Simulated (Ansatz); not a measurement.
# Al–GaH–Cl, triplet: the ladder up to UCCSDT(Q)

Geometry: displaced at random from a stationary point.

```csv
atom,x (Å),y (Å),z (Å)
Al,-0.0117,-0.7345,2.1547
Ga,-0.0125,0.5815,0.0511
Cl,0.0354,-0.6452,-1.7360
H,-0.0673,2.1317,-0.1521
```

Basis cc-pVDZ; Ansatz 0.2.0. Only valence electrons are correlated (noble-gas cores and the filled d shells of p-block atoms frozen), which leaves 14 electrons in 44 orbitals. R marks a restricted (for open shells ROHF) determinant, U an unrestricted one. No spin–orbit coupling is included, and no scalar relativity.

Full CI isn't at hand for all of this; UCCSDT(Q) serves as the reference, and is uncertain by about the last step of the cluster series. The frozen core follows each run's orbitals, which can shift R against U totals by a few meV for light atoms and by up to 0.1 eV past Ca.

* UHF ⟨S²⟩: 2.015
* T1 diagnostic (RCCSD): 0.0353
* largest doubles amplitude (RCCSD): 0.083
* T1 diagnostic (UCCSD): 0.0270

| level | E − E(UCCSDT(Q)) (meV) | share of correlation (%) | wall time |
| --- | --- | --- | --- |
| UHF | 7247 | 1.07 | – |
| UMP2 | 1225 | 83.28 | – |
| UCCSD | 248 | 96.61 | – |
| UCCSD(T) | 57 | 99.23 | 20 s |
| UCCSDT | 17 | 99.77 | – |

The correlation energy at UCCSDT(Q), counted from RHF, is -7.326 eV. That run took 2.4 min on 1 thread of Arm Neoverse V2, shared host.

Run but not shown, since their state or frozen core can't be matched to the reference's or they repeat it: RHF, RMP2, RCCSD, RCCSD(T), BCCD(T), RCCSDT, RCCSDT(Q).

Times hold each run's SCF and search for its determinant on a shared host, so for small cases they say little of a method's own cost; they ran on 1 thread of Arm Neoverse V2.
